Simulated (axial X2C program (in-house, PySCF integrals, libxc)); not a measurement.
AlB⁺: properties at the nuclei

Computed with an in-house all-electron X2C program for linear molecules (integrals from PySCF): two-component X2C with atomic mean-field Coulomb and Gaunt terms, Gaussian nuclei, basis Al dyall-v3z, B dyall-v3z with contracted cores.

R = 2.327 Å (near the PBE0 minimum at charge 1 of the determinant lowest at the starting distance; the state shown can have its own minimum elsewhere).

Input and command:
```json
{"zs": [13, 5], "q": 1, "bas": ["dyall-v3z", "dyall-v3z"], "r0": 2.11, "levels": ["PBE0", "HF", "LDA", "BHandHLYP", "TPSSh"], "nst": 3}
```
```bash
python soeom.py task.json out
```

Keys: zs atomic numbers; q charge; bas basis sets; r0 starting distance in Å; levels methods; nst determinants followed.

Determinant lowest in the PBE0 search, Ω = 1/2 (⟨Sz⟩ = 0.50, ⟨Lz⟩ = 0.00 at PBE0), spin on the atoms Al 0.16, B 0.34:

```tsv
level	Eeff magnitude (GV/cm)	Ws magnitude Al (kHz)	A∥/gI Al (MHz)	qzz Al (a.u.)	A∥/gI B (MHz)	qzz B (a.u.)
PBE0	0.0822	0.0656	75.2	-0.84	65.9	-0.61
HF	0.146	0.118	-66.2	-0.77	75.9	-0.60
LDA	0.0714	0.0573	191	-0.89	95	-0.64
BHandHLYP	0.084	0.0674	47.8	-0.81	81.4	-0.63
TPSSh	0.0817	0.0655	83.8	-0.86	80.3	-0.63
```

Determinant 0.20 eV from it at PBE0 and this distance, Ω = 3/2 (⟨Sz⟩ = 0.50, ⟨Lz⟩ = 1.00 at PBE0), spin on the atoms Al 0.03, B 0.47:

| level | Eeff magnitude (GV/cm) | Ws magnitude Al (kHz) | A∥/gI Al (MHz) | qzz Al (a.u.) | A∥/gI B (MHz) | qzz B (a.u.) |
| --- | --- | --- | --- | --- | --- | --- |
| PBE0 | 0.0685 | 0.0165 | -51 | -0.22 | 65.6 | 0.15 |
| HF | 0.194 | 0.0466 | -90.4 | -0.58 | 155 | 0.10 |
| LDA | 0.0291 | 0.00711 | -23.4 | -0.16 | 48.3 | 0.12 |
| BHandHLYP | 0.0656 | 0.0158 | -37.1 | -0.23 | 77.1 | 0.20 |
| TPSSh | 0.0806 | 0.0195 | -56.3 | -0.23 | 75.8 | 0.13 |

Eeff is the effective electric field on the electron electric dipole moment in this Ω state and Ws the scalar–pseudoscalar constant of the nucleus named (defined with the proton number Z and per Ω); A∥ (defined per Ω) follows by multiplying with gI = μI/(I μN); qzz is the electric field gradient, eQq0 = 234.96 MHz × Q/barn × qzz. The operators were transformed with the bare-nucleus X2C matrices; with these basis sets, hyperfine constants and field gradients can be off by tens of per cent, and where levels differ in sign neither size nor sign is settled.

Question: With Q(27Al) = 0.1466 barn, gI(11B) = 1.7924, Q(11B) = 0.04059 barn (g factors from the IAEA table of nuclear moments by Stone; Q from Pyykkö, Mol. Phys. 2018), turn the PBE0 values of the first state into constants in MHz.

Answer: eQq0(27Al) = 234.96 × (0.1466) × (-0.84) = -28.9 MHz; A∥(11B) = 65.9 × 1.7924 = 118 MHz; eQq0(11B) = 234.96 × (0.04059) × (-0.61) = -5.82 MHz.

Each state is one determinant with collinear spin. Unrestricted Hartree–Fock can overshoot spin polarisation at the nuclei. Where Eeff spreads by more than a factor of two the levels disagree and none is to be relied on. At LDA a later determinant lies lower. States lie within half an eV, so the first need not be the ground state. Further determinants of the search, some of them spin-mixed, are not shown. Where a field gradient or hyperfine factor spreads by more than a factor of two over the levels, a constant derived from it is not to be relied on. PBE0 term energies can be off by some tenths of an eV.
